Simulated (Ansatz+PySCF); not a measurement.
The numbers below are computed, except where a source is named.
## Ansatz (development build ahead of 0.2.0) run

```yaml
crystal:
  periodic: [false, false, false]
  atoms:
    - { symbol: O, position_ang: [0.0, 0.40447, 0.0] }
    - { symbol: H, position_ang: [0.0, -0.20224, -0.86655] }
    - { symbol: H, position_ang: [0.0, -0.20224, 0.86655] }
basis:
  gaussian: { orbitals: cc-pVTZ }
total_charge: 1
magnetization:
  spin_polarized: true
  initial_magnetization: 1
hamiltonian:
  xc: hf
correlation:
  method: mp2
  frozen_orbitals: { H: 0, O: 1 }
output:
  forces: true
```

The input is written out in the form of the current development build from the run's settings.

The run gave:

```json
{
  "Converged": "yes",
  "Reference energy": "-75.64994 hartree",
  "Correlation energy": "-0.20180 hartree",
  "Total energy": "-75.85173 hartree",
  "Spin squared of the determinant": "0.759",
  "Stability test": "minimum",
  "Occupied orbitals by symmetry in an Abelian subgroup (alpha; beta)": "3 A1 1 B1 1 B2; 3 A1 1 B2"
}
```

Forces (eV/Å):
```tsv
atom	Fx	Fy	Fz
O1	0.000	-2.110	0.000
H2	0.000	1.055	1.766
H3	0.000	1.055	-1.766
```
